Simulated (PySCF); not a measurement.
## Electric field gradients and quadrupole coupling constants

Species: cyclopropanone, C3H4O.
Z-matrix (Å and degrees, PBE0-D3(BJ)/def2-SVP geometry), rows numbered from 1:
```
O 
C   1  1.1931
C   2  1.4666  1  147.99
C   2  1.4663  1  147.95  3  -179.96
H   3  1.0957  2  118.87  4   106.62
H   3  1.0957  2  118.75  4  -106.57
H   4  1.0957  2  118.86  3   106.62
H   4  1.0957  2  118.72  3  -106.64
```

Field gradients from the PBE0/pcSseg-1 density (PySCF, non-relativistic), principal values in atomic units, ordered |Vxx| ≤ |Vyy| ≤ |Vzz|:

```csv
atom,Vxx,Vyy,Vzz
O1,0.5379,1.4210,-1.9589
```

**Question.** Find the asymmetry η = (Vxx − Vyy)/Vzz and the couplings χ = eQV/h (234.96 MHz × Q in barn × V in au), with Q(17O) = −0.0256 b.

**Answer.** 
```csv
atom,environment,nucleus,η,χzz (MHz),χxx (MHz),χyy (MHz)
O1,ketone oxygen,17O,0.45,11.78,-3.24,-8.55
```

The tensor is traceless: Vxx + Vyy + Vzz = 0.

**Question.** What is Vzz at O1 in SI units (1 au = 9.71736 × 10²¹ V/m²)?

**Answer.** -1.9589 au = -19.035 × 10²¹ V/m².

**Question.** And the gradient at the other heavy atoms, for which no coupling is worked out here?

**Answer.** 
```
atom                    environment  Vzz (au)     η
  C2         ketone carbonyl carbon     0.564  0.33
  C3  sp3 carbon next to a carbonyl     0.209  0.51
  C4  sp3 carbon next to a carbonyl     0.209  0.51
```

**Question.** What couplings would deuterons (Q(2H) = 0.00286 b) have in place of the hydrogens, at this geometry?

**Answer.** 
```json
{"atom": "H5", "bonded to": "C3", "bond length (Å)": "1.096", "Vzz (au)": "0.3028", "η": "0.08", "χzz (kHz)": "203"}
{"atom": "H6", "bonded to": "C3", "bond length (Å)": "1.096", "Vzz (au)": "0.3029", "η": "0.08", "χzz (kHz)": "204"}
{"atom": "H7", "bonded to": "C4", "bond length (Å)": "1.096", "Vzz (au)": "0.3029", "η": "0.08", "χzz (kHz)": "204"}
{"atom": "H8", "bonded to": "C4", "bond length (Å)": "1.096", "Vzz (au)": "0.3028", "η": "0.08", "χzz (kHz)": "204"}
```

Geometry: PBE0-D3(BJ)/def2-SVP; no solvent, vibrations or thermal averaging. These gradients aren't converged with respect to the basis.
